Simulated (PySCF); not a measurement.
BH under electron impact: the energy ladder

CCSD(T) in PySCF with def2-TZVPPD on every atom, for the lowest determinant that a PBE0 search found; no spin–orbit coupling.

| species | state (unpaired electrons) | Re (Å) | ωe (cm⁻¹) | energy of the minimum from the neutral (eV) | De (eV) | dissociates to |
| --- | --- | --- | --- | --- | --- | --- |
| BH | singlet (closed shell) | 1.234 | 2357 | 0.00 | 3.62 | B + H |
| BH⁺ | doublet (σ ↑) | 1.206 | 2520 | 9.74 | 2.10 | B⁺ + H |

Work out the lowest energy to break BH into atoms, from its vibrational ground state.

D0 = De − ωe/2 = 3.62 − 0.15 = 3.47 eV (CCSD(T)/def2-TZVPPD).

Work out the ionisation energy of the B atom at this level and the threshold of dissociative ionisation.

IE(B) = 9.74 + 2.10 − 3.62 = 8.22 eV, so B⁺ + H + e⁻ appears at D0 + IE(B) = 11.69 eV (CCSD(T)/def2-TZVPPD). The measured IE(B) is 8.298 eV (NIST ASD).

These are thermodynamic thresholds; the onsets seen under electron impact lie higher where the geometry changes, and cross-sections peak well above them.

Correlated steps freeze 1 core orbital. For an ion De counts to the pair picked by the measured ionisation energies or electron affinities, which need not be the lowest pair at this level. Where the molecule has an RHF reference, its open-shell atoms are computed with UHF. States were picked by a PBE0 search and need not be the measured ground states.
